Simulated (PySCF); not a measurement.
System (SMILES): S (H2S).
Geometry (B3LYP-D3(BJ)/def2-TZVP, fixed):
```xyz
3

S      0.0018     0.0003     0.1031
H     -0.0075     0.9678    -0.8277
H     -0.0219    -0.9726    -0.8218
```
Charge 0, spin multiplicity 1.

Basis-set convergence of the isotropic shielding of H2 at PBE with PySCF. GIAO, no density fitting; atoms are numbered in the order shown. All functions are spherical. Core-valence sets carry the plain set on hydrogen. No added dispersion term, no relativity. Reference: the value in pcSseg-3, 30.63 ppm, itself unsure by roughly 0.02 ppm (its mean distance from cc-pCVQZ, pcseg-3, pcSseg-2).

```tsv
basis	functions	isotropic shielding of H2 (ppm)
pcSseg-0	17	___
def2-SVP	28	___
def2-SVPD	43	___
aug-pcseg-1	45	___
def2-TZVPD	64	30.99
pcSseg-2	71	30.62
aug-pcseg-2	96	30.75
cc-pV(Q+d)Z	124	30.69
def2-QZVPP	130	30.69
pcseg-3	130	30.64
def2-QZVPPD	145	30.70
cc-pCVQZ	169	30.68
aug-pcseg-3	187	30.64
```

Problem. Complete the blanks.

Solution. 
- pcSseg-0, isotropic shielding of H2 (ppm): 32.44
- def2-SVP, isotropic shielding of H2 (ppm): 31.16
- def2-SVPD, isotropic shielding of H2 (ppm): 31.06
- aug-pcseg-1, isotropic shielding of H2 (ppm): 30.94
